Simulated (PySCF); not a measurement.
The vertical singlet excitations below were computed for one of the candidates. Theory: PySCF 2.14.0, density-fitted response routines, TDDFT wB97X-D/def2-SVPD, vertical, gas phase, core orbitals frozen in the response. Geometries: GFN2-xTB, one conformer each.

```json
{"state": "S1", "λ (nm)": "251.7", "f": "0.0006"}
{"state": "S2", "λ (nm)": "195.0", "f": "0.0008"}
{"state": "S3", "λ (nm)": "160.7", "f": "0.044"}
{"state": "S4", "λ (nm)": "154.0", "f": "0.011"}
{"state": "S5", "λ (nm)": "151.1", "f": "0.0019"}
{"state": "S6", "λ (nm)": "150.2", "f": "0.010"}
{"state": "S7", "λ (nm)": "146.9", "f": "0.069"}
{"state": "S8", "λ (nm)": "141.1", "f": "0.014"}
```

Triplets computed (Tamm–Dancoff): 4.29, 5.19, 6.19 eV.

Question: Which candidate is it? All have the formula C3H5NO.
A. `C=NC(C)=O`
B. `CO[C@@H]1C=N1`
C. `[H]/N=C(/C)C=O`

Answer: B. Its S1, at 4.93 eV, is the highest among the candidates; the nearest of the others has S1 at 4.61 eV. S1 is HOMO→LUMO (92%). Löwdin shares by element: HOMO nitrogen 35%, carbon 34% or more, oxygen 21%; LUMO carbon 48% or more, nitrogen 40%, hydrogen 9% or more. At the same level the other candidates give, for their lowest levels:
- `[H]/N=C(/C)C=O`: 372 nm (f 0.001); 275 nm (f 0.001); 195 nm (f 0.124); 170 nm (f 0.000); 161 nm (f 0.010); T1 2.79 eV; HOMO -9.60, LUMO -0.67 eV
- `C=NC(C)=O`: 269 nm (f 0.001); 234 nm (f 0.006); 204 nm (f 0.006); 173 nm (f 0.105); 161 nm (f 0.049); T1 4.07 eV; HOMO -9.34, LUMO 0.68 eV

Shape of the structure used: `[CH3:1][O:2][C@@H:3]1[CH:4]=[N:5]1`: C1–O2–C3–C4 130°.
